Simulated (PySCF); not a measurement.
Compound: C₃H₄N₂O.
InChI=1S/C3H4N2O/c1-3-4-2-6-5-3/h2H,1H3

Level of theory: EOM-IP-CCSD/aug-cc-pVDZ in PySCF, restricted Hartree–Fock reference, 6 core orbitals frozen, non-relativistic, gas phase, PBE0-D3(BJ)/def2-SVP geometry.

Hartree–Fock orbital energies give these Koopmans values (eV): HOMO 11.01, HOMO-1 12.61, HOMO-2 12.93, HOMO-3 14.28, HOMO-4 15.19, HOMO-5 15.69, HOMO-6 16.05, HOMO-7 17.27.

What vertical ionisation energies does EOM-IP-CCSD give?

```csv
leading hole (HF orbital),Koopmans (eV),EOM-IP-CCSD (eV),change (eV),one-hole share
HOMO,11.01,10.71,-0.30,0.95
HOMO-2,12.93,11.05,-1.88,0.94
HOMO-1,12.61,11.74,-0.87,0.94
HOMO-3,14.28,12.22,-2.06,0.94
HOMO-4,15.19,14.06,-1.13,0.95
HOMO-5,15.69,14.23,-1.46,0.96
HOMO-6,16.05,14.98,-1.07,0.95
HOMO-7,17.27,15.76,-1.51,0.95
```

Does the order of the lines follow the orbital energies?

No: the HOMO-2 hole (11.05 eV) falls below the HOMO-1 hole (11.74 eV). The corrections run from -2.06 to -0.30 eV, with a mean of -1.28 eV over the 8 lines; no line lies above its Koopmans value. Koopmans values leave out both the relaxation of the orbitals and the change in correlation energy.

At what kinetic energies would He II light (40.81 eV) eject these electrons?

30.10 eV (HOMO), 29.76 eV (HOMO-2), 29.07 eV (HOMO-1), 28.59 eV (HOMO-3), 26.75 eV (HOMO-4), 26.58 eV (HOMO-5), 25.83 eV (HOMO-6), 25.05 eV (HOMO-7).

What total energy has the lowest final state, and which wavelength reaches it?

E(CCSD) + ionisation energy = -300.65533 + 0.39349 = -300.26184 Eh, at the geometry of the initial state. The threshold wavelength is 1239.84 eV nm/10.71 eV = 115.8 nm.

One root was sought for each valence orbital with −ε under 21 eV, eight at most, so deeper holes and satellites are missing; no vibrational structure.
